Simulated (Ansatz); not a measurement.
A made-up structure of CH6NSi (charge -1), singlet:

```
9
angstrom
C -0.7110 0.9155 -0.8059
N -0.5198 0.4050 0.5044
Si 0.5655 -0.7816 0.8621
H -0.2278 -0.6098 2.0273
H -1.4853 1.7065 -0.8254
H -1.0518 0.1686 -1.5632
H 2.0568 -0.5322 0.5772
H 0.4107 -2.1556 0.1871
H 0.5466 -1.1159 2.3321
```

It is relaxed with PBE-D4/def2-SVPD and then PBE0-D4/def2-TZVPD (Ansatz 0.2.0). Atoms count as bonded within 1.22 times the sum of their covalent radii (H–H: 0.88 Å). The end point is not checked to be a true minimum.

(1) Does its bonding change? (Judge from chemistry; the calculation decides.)

Answers

(1) Computed: No: no bond forms or breaks.

Where it ends: The first stage lowers the energy by 4.33 eV in 15 steps. It ends as CH₆NSi ([CH2][N][SiH4]), total charge -1:
| atom | x (Å) | y (Å) | z (Å) |
| --- | --- | --- | --- |
| C1 | -0.8331 | 0.8783 | -0.6486 |
| N2 | -0.2369 | 0.7169 | 0.4389 |
| Si3 | 0.4584 | -0.8485 | 1.0546 |
| H4 | -0.9655 | -1.0869 | 1.7231 |
| H5 | -1.2283 | 1.8660 | -0.9510 |
| H6 | -1.0183 | 0.0760 | -1.3915 |
| H7 | 1.7959 | -0.4167 | 0.3092 |
| H8 | 0.4380 | -2.2201 | 0.3646 |
| H9 | 1.1736 | -0.9643 | 2.3964 |

Labels in which every atom is bracketed show which atoms are joined, not bond orders.

For scale, one of the runs: PBE0-D4/def2-TZVPD relaxation, 171 basis functions, launched by `ansatz run in.yaml --threads 2 --pin off --events-out ev --progress --plain --max-ram 4352MiB`. The run took about 41 s on 2 CPU threads of an Arm Neoverse V1 (shared host).
